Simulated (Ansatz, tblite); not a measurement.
## Ladder of methods for the elastic constant C33 of black phosphorus

Reference value: 61 GPa (measured, temperature not stated, no zero-point or thermal correction, axes: 1 zigzag (a = 3.32 Å), 2 across the layers (b), 3 armchair (c); as tabulated in Pogna et al. (2022), arXiv:2206.03736).

Q: Put these levels in order of the elastic constant C33 that they give for black phosphorus, smallest first: GFN2-xTB (tblite), PBE (Ansatz, an electronic-structure program), r²SCAN (Ansatz).

A: PBE (42.3 GPa), r²SCAN (56.4 GPa), GFN2-xTB (78.0 GPa)

Unless a cell is named, each level is at its own relaxed cell (GFN2-xTB 17.71, PBE 21.35, r²SCAN 20.70 Å³/atom).

Differences against the reference: GFN2-xTB +28 %, PBE -31 %, r²SCAN -7.5 %.

The measured value isn't corrected to a static lattice, so vibrations enter the comparison. A static lattice is as a rule stiffer than a warm one, by over a tenth in soft solids.  PBE, r²SCAN: the cell comes from a level without a dispersion term, which matters for the spacing of layers, chains or molecules. GFN2-xTB: the method was fitted mainly to molecules. GFN2-xTB: the run uses a supercell at the zone centre in place of a k mesh. Each level is taken at its own relaxed cell. Cutoffs differ between the levels. Ansatz's density-functional and Hartree–Fock values are scalar-relativistic unless marked +SOC, with PAW data made under PBE.

Differences are worked out from the printed values.
